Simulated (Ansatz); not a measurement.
# BH7N2: the cost of one run

All numbers below are computed with Ansatz 0.2.0 (RKS PBE0-D4/6-31G*).

1 further run of the same task is left out (it didn't finish).

## Step 1: The starting structure

Bond lengths: B1–N3 1.550 Å, N3–H4 1.060 Å, N3–H5 1.060 Å, B1–H6 1.190 Å, B1–N7 1.850 Å, N7–H8 1.060 Å, N7–H9 1.060 Å. Angles: B1–N3–H4 120.0°, B1–N3–H5 120.0°, H4–N3–H5 120.0°, N3–B1–H6 120.0°, N3–B1–N7 96.8°, H6–B1–N7 101.3°, B1–N7–H8 120.0°, B1–N7–H9 120.0°, H8–N7–H9 120.0°.

Coordinates:

```xyz
10

B     0.0000    0.0000    0.0000
H     0.0000    0.0000    1.5400
N     1.3423    0.0000   -0.7750
H     1.8089   -0.9179   -1.0268
H     1.7937    0.9179   -1.0532
H    -1.0305    0.0000   -0.5950
N     0.0829    1.7537    0.5833
H     0.4765    1.9752    1.5423
H    -0.2631    2.5370   -0.0414
H     0.0424    0.8968    1.5631
```

## Step 2: Pulling towards end A

Springs on the bonds that form and break draw the guess towards this end; the thresholds are loose.

File input.yaml:

```yaml
crystal:
  periodic: [false, false, false]
  atoms:
    - { symbol: B, position_ang: [0.0, 0.0, 0.0] }
    - { symbol: H, position_ang: [0.0, 0.0, 1.54] }
    - { symbol: "N", position_ang: [1.3423, 0.0, -0.775] }
    - { symbol: H, position_ang: [1.8089, -0.9179, -1.0268] }
    - { symbol: H, position_ang: [1.7937, 0.9179, -1.0532] }
    - { symbol: H, position_ang: [-1.0305, 0.0, -0.595] }
    - { symbol: "N", position_ang: [0.0829, 1.7537, 0.5833] }
    - { symbol: H, position_ang: [0.4765, 1.9752, 1.5423] }
    - { symbol: H, position_ang: [-0.2631, 2.537, -0.0414] }
    - { symbol: H, position_ang: [0.0424, 0.8968, 1.5631] }
basis:
  gaussian: { orbitals: "6-31G*" }
hamiltonian:
  xc: pbe0
  dispersion: d4
relax:
  f_tol: 0.15
  max_steps: 25
  restrain:
    - { distance: [0, 6], at: 2.75, k: 30.0 }
    - { distance: [9, 1], at: 1.86, k: 30.0 }
    - { distance: [0, 1], at: 1.19, k: 30.0 }
    - { distance: [9, 6], at: 1.06, k: 30.0 }
```

Started as:

```console
ansatz run input.yaml --threads 1 --pin off --max-ram 2048MiB --backend cpu --events-out ev --progress --plain --runs-dir out
```

**Question.** How long does this run take on 1 thread of Arm Neoverse V1, shared host, and how much memory does it need?

About 27 s, with a peak of 0.11 GiB.
